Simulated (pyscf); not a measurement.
`[O]=[Os](=[O])(=[O])([OH])[F]` → `[O]=[Os](=[O])(=[O])=[O]` + `[FH]`, an elimination (singlet surface; F–Os, H–O broken, F–H formed). Structures and frequencies: ωB97X-D3(BJ)/def2-SVP in PySCF. Energies in kcal/mol from the reactant's lowest minimum found.

AM1 to PM7: differences of heats of formation from MOPAC, which are fitted to 298 K values and so differ in kind from electronic energies by zero-point and thermal terms. 

Task: Quick PM6 single points give ΔE‡ = 21.5 kcal/mol and ΔE = -5.7 kcal/mol. What does ωB97M-D3(BJ)/def2-TZVP give, and how far is the quick result from it?

Result: ωB97M-D3(BJ)/def2-TZVP gives ΔE‡ = 10.0 kcal/mol and ΔE = -11.9 kcal/mol. PM6 lies 11.4 kcal/mol over it in the barrier and 6.2 kcal/mol over it in the reaction energy, so on this step it does not hold to within 3.0 kcal/mol. ωB97M-D3(BJ)/def2-TZVP has limits of its own. One saddle was located; it need not be the lowest between these sides. In the def2 sets elements past Kr carry core potentials, without spin-orbit coupling.
